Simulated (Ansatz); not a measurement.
# C3H6N2: a ladder of functionals and wavefunction methods

An exercise on one series of results from a longer session: the logs are not shown, and one member is left open.

Program: Ansatz 0.2.0, Gaussian basis. Level of theory: functionals in def2-TZVPP, the program's frozen cores in correlated methods. These are calculated values, not measurements.

The runs, in order: PBE-D4, r2SCAN-D4, PBE0-D4, B3LYP-D4, ωB97X-V, ωB97M-V, B2PLYP; CCSD(T)/def2-TZVPP; MP2/def2-QZVPP; extrapolation to the limit.

**The relaxed structure**

The geometry comes from an earlier relaxation with PBE0-D4 in a triple-zeta def2 set; it is a stationary point, not always the lowest conformer.

SMILES `N=CCC=N`, 11 atoms, charge 0, spin multiplicity 1.

Atoms are counted from 1 here; the program's logs count them from 0.

Bond lengths: N1–C2 1.263 Å, N1–H6 1.020 Å, C2–C3 1.499 Å, C2–H7 1.098 Å, C3–C4 1.499 Å, C3–H8 1.093 Å, C3–H9 1.093 Å, C4–N5 1.263 Å, C4–H10 1.098 Å, N5–H11 1.020 Å. Angles: C2–N1–H6 110.9°, N1–C2–C3 121.5°, N1–C2–H7 123.4°, C3–C2–H7 115.1°, C2–C3–C4 110.3°, C2–C3–H8 110.1°, C2–C3–H9 108.1°, C4–C3–H8 108.1°, C4–C3–H9 110.1°, H8–C3–H9 110.1°, C3–C4–N5 121.5°, C3–C4–H10 115.1°, N5–C4–H10 123.4°, C4–N5–H11 110.9°.

Set-up of the first run:

in.yaml

```yaml
crystal:
  periodic: [false, false, false]
  atoms:
    - {symbol: N, position_ang: [-0.911400, 1.821914, -0.893671]}
    - {symbol: C, position_ang: [-0.864599, 0.584562, -0.645386]}
    - {symbol: C, position_ang: [0.438272, -0.154890, -0.596521]}
    - {symbol: C, position_ang: [0.757811, -0.554049, 0.812467]}
    - {symbol: N, position_ang: [0.721137, -1.761702, 1.180016]}
    - {symbol: H, position_ang: [-1.872787, 2.160933, -0.875162]}
    - {symbol: H, position_ang: [-1.753630, -0.023181, -0.430820]}
    - {symbol: H, position_ang: [0.377480, -1.063087, -1.201680]}
    - {symbol: H, position_ang: [1.218248, 0.504654, -0.985634]}
    - {symbol: H, position_ang: [1.000719, 0.276652, 1.488265]}
    - {symbol: H, position_ang: [0.954052, -1.848608, 2.168825]}
basis:
  gaussian: {orbitals: def2-TZVPP}
hamiltonian: {xc: pbe, dispersion: d4}
output: {forces: true, orbitals: {seedname: orbitals}}
```

On the command line:

```bash
ansatz run in.yaml --threads 4 --pin off --events-out ev --progress --plain --max-ram 10444MiB
```

Steps of the session up to this table: PBE-D4 (GGA); r2SCAN-D4 (meta-GGA); PBE0-D4 (hybrid); B3LYP-D4 (hybrid); ωB97X-V (range-separated); ωB97M-V (range-separated); B2PLYP (double hybrid); CCSD(T) in def2-TZVPP; MP2 in def2-QZVPP.

One table of the session follows, with a row left open; its other results are not shown here.

```
            method  atoms, summed (eV)  atomisation energy (kcal/mol)
            PBE-D4           -6134.804                         1099.3
         r2SCAN-D4           -6140.531                         1058.5
           PBE0-D4           -6136.439                         1069.6
          B3LYP-D4           -6144.312                         1066.9
           ωB97X-V                   ?                              ?
           ωB97M-V           -6141.312                         1065.6
            B2PLYP           -6139.198                         1053.3
     HF/def2-TZVPP           -6119.345                          731.4
    MP2/def2-TZVPP           -6129.905                         1046.4
   CCSD/def2-TZVPP           -6132.445                         1008.5
CCSD(T)/def2-TZVPP           -6132.734                         1028.2
           MP2/CBS           -6131.732                         1076.4
       CCSD(T)/CBS           -6134.561                         1058.2
```

Q: Estimate the row for ωB97X-V from the others.

As computed: atoms, summed (eV): -6142.026; atomisation energy (kcal/mol): 1063.7. In the column «atoms, summed (eV)» it lies between B3LYP-D4 (-6144.312) and ωB97M-V (-6141.312).
